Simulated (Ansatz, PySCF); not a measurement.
Molecule: sulfur monoxide, SO, charge 0, multiplicity 3. 
Geometry from a B3LYP-D3(BJ)/def2-TZVP (Ansatz, a quantum-chemistry and plane-wave program) optimisation:
```xyz
2

O      0.0000     0.0000    -0.9933
S      0.0000     0.0000     0.4966
```
Charge 0, spin multiplicity 3.

Dipole moments at this geometry, in debye (magnitudes).

```json
[
 {"level": "SVWN5/def2-TZVPD", "program": "Ansatz", "dipole (D)": "1.42"},
 {"level": "revPBE/def2-TZVPD", "program": "Ansatz", "dipole (D)": "1.34"},
 {"level": "BP86/def2-TZVPD", "program": "PySCF", "dipole (D)": "1.37"},
 {"level": "r2SCAN/def2-TZVPD", "program": "Ansatz", "dipole (D)": "1.40"},
 {"level": "r2SCAN0/def2-TZVPD", "program": "Ansatz", "dipole (D)": "1.54"},
 {"level": "M06-2X/def2-TZVPD", "program": "PySCF", "dipole (D)": "?"},
 {"level": "HSE06/def2-TZVPD", "program": "Ansatz", "dipole (D)": "1.51"},
 {"level": "wB97M-V/def2-TZVPD", "program": "Ansatz", "dipole (D)": "1.58"},
 {"level": "CCSD(T)/aug-cc-pV(D+d)Z", "program": "Ansatz", "dipole (D)": "?"}
]
```

**Question.** Fill in the missing entries.

**Answer.** 
- M06-2X/def2-TZVPD, dipole (D): 1.65
- CCSD(T)/aug-cc-pV(D+d)Z, dipole (D): 1.58
